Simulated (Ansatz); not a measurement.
Process, species as SMILES: OC (CH3-OH) + [H][H] (H2) → C (CH4) + O (H2O)
B3LYP-D3(BJ)/def2-TZVP geometries, fixed; electronic energies without zero-point terms.

Effect of a fitting basis named in the input at r2SCAN/def2-TZVPP with Ansatz (an electronic-structure program), against the last row, where the energy of full hydrogenation is -29.48 kcal/mol. The default fits or decomposes integrals by the program's own choice; accuracy: high also tightens integrals, grids and stops.

```tsv
setting	largest shift of a total energy (mEh)	shift of the energy of full hydrogenation (kcal/mol)
fitting: def2-SV(P)-JKFIT	-0.068	-0.001
fitting: def2-universal-JKFIT	-0.068	-0.001
fitting: cc-pVTZ-JKFIT	-0.028	0.003
fitting: cc-pVQZ-JKFIT	-0.006	0.000
fitting: cc-pV5Z-JKFIT	-0.005	0.000
fitting: def2-universal-JFIT	-0.171	0.029
accuracy: high	0.001	0.000
accuracy: medium (default)	0.000	0.000
```

Within 0.02 kcal/mol in the energy of full hydrogenation: fitting: def2-SV(P)-JKFIT; fitting: def2-universal-JKFIT; fitting: cc-pVTZ-JKFIT; fitting: cc-pVQZ-JKFIT; fitting: cc-pV5Z-JKFIT; accuracy: high. The largest shift is 0.171 mEh in a total energy and 0.029 kcal/mol in the difference.
